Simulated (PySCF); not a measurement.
TDDFT beside published excitation energies

Published values to compare with (the computed states carry no symmetry labels, so the two lists aren't matched line by line):

```
         state  E (eV)      f   kind of transition  source
     3A1(π→π*)    3.63         vertical absorption     [1]
     3B2(π→π*)    4.13         vertical absorption     [1]
     1B2(π→π*)    4.27          absorption maximum     [2]
     1B2(π→π*)    4.45  0.018  vertical absorption     [1]
1A1(wCT, π→π*)    4.73          absorption maximum     [2]
      1B1(Ryd)    5.03  0.002  vertical absorption     [1]
     1A1(π→π*)    5.09         vertical absorption     [3]
1A1(wCT, π→π*)    5.09  0.427  vertical absorption     [1]
      1A2(Ryd)    5.78         vertical absorption     [1]
      1B1(Ryd)    5.83         vertical absorption     [1]
```

[1] computed, theoretical best estimate (aug-cc-pVTZ), gas; Loos, Jacquemin, substituted benzenes, arXiv:2401.13809 (2024)
[2] measured, solution, heptane; Loos, Jacquemin, substituted benzenes, arXiv:2401.13809 (2024)
[3] computed, theoretical best estimate (aug-cc-pVQZ), gas; Loos, Comin, Blase, Jacquemin, intramolecular charge-transfer excitations (2021), arXiv:2103.02947

Species: ABN, C7H6N2.
InChI=1S/C7H6N2/c8-5-6-1-3-7(9)4-2-6/h1-4H,9H2

Computed, not measured: TDDFT CAM-B3LYP/def2-SVPD, vertical, gas phase, core orbitals frozen in the response (PySCF 2.14.0, density-fitted response routines). Isolated species at its GFN2-xTB geometry, gas phase. Torsions of this conformer, `[N:1]#[C:2][c:3]1[cH:4][cH:5][c:6]([NH2:7])[cH:8][cH:9]1`: H–N7–C6–C5 166°, H–N7–C6–C5 18°.

Computed singlets: 4.83 eV (f 0.024); 5.17 eV (f 0.426); 5.83 eV (f 0.002); 6.47 eV (f 0.224); 6.62 eV (f 0.004); 6.63 eV (f 0.016); 6.81 eV (f 0.002); 6.93 eV (f 0.644). Computed triplets (Tamm–Dancoff): 3.52, 4.06, 4.66 eV.

Question: How does the lowest computed singlet compare with the best estimate listed for the lowest singlet (vertical absorption)?

Answer: 4.83 eV against 4.45 eV for 1B2(π→π*) [1]: a difference of +0.38 eV. Geometry and basis of the two calculations needn't be the same.

Question: How does the lowest computed triplet compare with the best estimate listed for the lowest triplet (vertical absorption)?

Answer: 3.52 eV against 3.63 eV for 3A1(π→π*) [1]: a difference of -0.12 eV. Geometry and basis of the two calculations needn't be the same.

A measured band maximum holds vibronic effects and, in solution, solvent shifts, so it needn't equal the vertical energy.
